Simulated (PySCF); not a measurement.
Match the calculated data to a structure.

All candidates are C4H6O2.

| technique | computed result |
| --- | --- |
| Dipole | 1.17 D [PBE0/def2-SVPD] |
| Rotational structure | rotational constants A, B, C: 5.185, 3.970, 2.501 GHz [GFN2-xTB] |
| UV, first state | lowest singlet excitation: 4.31 eV (287 nm, f = 0.000) [TDDFT PBE0/def2-SVPD] |
| Polarisability | 52.7 au [PBE0/def2-SVPD] |
| 13C NMR | chemical shifts (computed TMS as zero) by class: 214.4 (1 C), 102.9 (1 C), 91.2 (1 C), 19.5 (1 C) ppm [GIAO PBE0/pcSseg-1] |
| UV, strongest line | among the 6 lowest singlet transitions: S3 at 7.24 eV (171 nm, f = 0.037) [TDDFT PBE0/def2-SVPD] |
| 1H NMR | chemical shifts (computed TMS as zero) by class: 5.54 (1 H), 5.46 (1 H), 5.44 (1 H), 1.46 (3 H) ppm [GIAO PBE0/pcSseg-1] |

Electronic properties: PySCF, gas phase, density fitting. Levels stand in brackets. Geometry: GFN2-xTB; no solvent, vibrations or thermal averaging. Each NMR value is the plain mean over a class of atoms that symmetry, rotation or inversion makes alike.

Problem. Which candidate is it?
A. `C[C@@H]1OCC1=O`
B. `C=CCC(=O)O`
C. `CCC(=O)C=O`

Solution. A. It is `C[C@@H]1OCC1=O`. Numbering: `[CH3:1][C@@H:2]1[O:3][CH2:4][C:5]1=[O:6]`. Its formula, C4H6O2, gives 2 degrees of unsaturation: 1 ring and 1 π bond in the structure found. 4 carbons fall into 4 classes; from least to most shielded: ketone carbonyl carbon [C5] (214.4 ppm), ring sp3 carbon bound to oxygen [C2] (102.9 ppm), ring sp3 carbon bound to oxygen [C4] (91.2 ppm), methyl carbon [C1] (19.5 ppm). Hydrogen classes from least to most shielded: 1 H on an sp3 carbon bound to oxygen, C2 (5.54 ppm), 1 H on an sp3 carbon bound to oxygen, C4 (5.46 ppm), 1 H on an sp3 carbon bound to oxygen, C4 (5.44 ppm), 3 H on a methyl carbon, C1 (1.46 ppm). S1 is mainly HOMO→LUMO (weight 0.98); the largest Löwdin shares of the orbital it empties are 0.49 on the ketone oxygen, 0.14 on the ketone carbonyl carbon, 0.14 on an sp3 carbon bound to oxygen and 0.13 on an sp3 carbon bound to oxygen, of the orbital it fills 0.37 on the ketone carbonyl carbon, 0.32 on the ketone oxygen, 0.08 on an sp3 carbon bound to oxygen and 0.07 on an sp3 carbon bound to oxygen. The optimised geometry has point group C1 and is an asymmetric top.

The others, at the same levels:
- `C=CCC(=O)O` fails: its computed 13C shifts are 175.0 (1 C), 141.5 (1 C), 125.8 (1 C), 45.0 (1 C) ppm, 1H shifts are 6.35 (1 H), 5.89 (1 H), 5.61 (1 H), 5.54 (1 H), 3.15 (2 H) ppm and rotational constant A is 7.252 GHz (against 5.185 GHz).
- `CCC(=O)C=O` fails: its computed 13C shifts are 205.8 (1 C), 197.3 (1 C), 34.2 (1 C), 8.1 (1 C) ppm, 1H shifts are 9.31 (1 H), 2.79 (2 H), 1.15 (3 H) ppm and rotational constant A is 6.654 GHz (against 5.185 GHz).

Each candidate is one conformer, not necessarily the lowest. Dipoles, sizes and rotational constants follow the conformer. The torsions of the flexible species, by atom-mapped SMILES:
- `[CH2:1]=[CH:2][CH2:3][C:4](=[O:5])[OH:6]`: C1–C2–C3–C4 -115°, C2–C3–C4–O5 -75°, H–O6–C4–C3 -178°
- `[CH3:1][CH2:2][C:3](=[O:4])[CH:5]=[O:6]`: C1–C2–C3–O4 0°, C2–C3–C5–O6 0°
